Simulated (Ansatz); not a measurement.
## fcc Sr

Level of theory: PBE (Ansatz, a program for electronic structure, PAW).

Numerical settings: plane-wave cutoff 520 eV, 18×18×18 k mesh, Fermi–Dirac smearing 0.037 eV (set by the program), scalar-relativistic PAW data made under PBE.

Cell: relaxed at this level.

```yaml
elastic constant C11: 14.7 GPa
elastic constant C12: 9.82 GPa
elastic constant C44: 9.95 GPa
Voigt–Reuss–Hill bulk modulus: 11.5 GPa
polycrystal shear modulus (Hill average): 5.71 GPa
young_modulus: 14.7 GPa
poisson_ratio: 0.286
```

Measured, for comparison: elastic constant C11 15 GPa (temperature not stated, no zero-point or thermal correction; as tabulated in Mehl and Papaconstantopoulos (1996), arXiv:mtrl-th/9602003). Computed (rounded) less measured: elastic constant C11 -2 %.

Elastic constants are with the ions relaxed.

Computed values are for the static lattice.
